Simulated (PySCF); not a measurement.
Species: furan, C4H4O.
Bonds: C1–C2 (aromatic), C2–C3 (aromatic), C3–O4 (aromatic), O4–C5 (aromatic), C1–C5 (aromatic). Hydrogens: H6 on C1; H7 on C2; H8 on C3; H9 on C5.

Level: PBE0/def2-SVPD in PySCF, non-relativistic, on one gas-phase PBE0-D3(BJ)/def2-SVP geometry that isn't relaxed in the solvent. The solvent is an IEF-PCM continuum (cavity from Bondi-type radii × 1.2), and excitations are vertical TDDFT with non-equilibrium linear response and a frozen core. Only the electrostatic response of the medium enters.

Gas-phase singlets (H = HOMO, L = LUMO):

```
state  E (eV)  λ (nm)      f  leading configurations
   S1   6.336     196  0.174                 H→L 97%
   S2   6.513     190  0.000               H→L+1 99%
   S3   6.890     180  0.000    H-1→L 52%, H→L+2 47%
   S4   7.247     171  0.044               H→L+3 97%
   S5   7.435     167  0.000              H→L+4 100%
```

Problem. Give the list for chloroform (ε = 4.711), n² = 2.09.

Solution. 
```csv
state,E (eV),λ (nm),f,leading configurations,change by rank (eV)
S1,6.208,200,0.221,H→L 97%,-0.128
S2,6.540,190,0.000,H→L+1 99%,+0.027
S3,6.904,180,0.000,"H-1→L 52%, H→L+2 48%",+0.014
S4,7.382,168,0.063,H→L+3 96%,+0.135
S5,7.536,165,0.000,H→L+4 99%,+0.101
```

Problem. How does the list change in acetone (ε = 20.49)?

Solution. 
```csv
state,E (eV),λ (nm),f,leading configurations,change by rank (eV)
S1,6.228,199,0.212,H→L 97%,-0.108
S2,6.553,189,0.000,H→L+1 99%,+0.040
S3,6.914,179,0.000,"H-1→L 52%, H→L+2 48%",+0.024
S4,7.441,167,0.065,H→L+3 96%,+0.194
S5,7.568,164,0.000,H→L+4 99%,+0.133
```

Problem. The ground-state energy changes by -0.123 eV from gas to acetone. By how much does the total energy of gas-phase S1 change?

Solution. E(S1) = E(S0) + excitation energy, so it changes by -0.123 − 0.108 = -0.231 eV: it is lowered more than the ground state, which is what a red shift means. This is the vertical state, with the slow part of the continuum still set for S0.

Problem. How do the frontier levels move from gas to acetone?

Solution. 
| orbital | gas (eV) | solvent (eV) | change (eV) | Löwdin shares, gas | Löwdin shares, solvent |
| --- | --- | --- | --- | --- | --- |
| LUMO+2 | 1.67 | 1.68 | +0.01 | C1 26 %, C2 26 %, C5 13 %, C3 13 % | C1 26 %, C2 26 %, C3 13 %, C5 13 % |
| LUMO+1 | 1.02 | 1.07 | +0.05 | C5 16 %, C3 16 %, C1 13 %, C2 13 % | C3 18 %, C5 18 %, C2 14 %, C1 14 % |
| LUMO | 0.19 | 0.17 | -0.02 | C3 21 %, C5 21 %, O4 20 %, C2 13 % | C5 21 %, C3 21 %, O4 20 %, C2 14 % |
| HOMO | -6.72 | -6.74 | -0.02 | C3 28 %, C5 28 %, C2 15 %, C1 15 % | C3 28 %, C5 28 %, C2 15 %, C1 15 % |
| HOMO-1 | -8.14 | -8.20 | -0.06 | C2 28 %, C1 28 %, O4 24 %, C5 8 % | C1 28 %, C2 28 %, O4 24 %, C5 8 % |
| HOMO-2 | -10.64 | -10.65 | -0.01 | O4 39 %, C5 13 %, C3 13 %, C1 13 % | O4 34 %, C1 15 %, C2 15 %, C5 14 % |
| HOMO-3 | -11.34 | -11.31 | +0.03 | C2 25 %, C1 25 %, O4 21 %, H7 9 % | O4 25 %, C2 24 %, C1 24 %, H7 9 % |

The HOMO–LUMO gap goes from 6.90 to 6.91 eV. Rows go by rank; for HOMO-2 the atom shares or the degeneracy differ between the runs, so the row needn't follow one orbital.
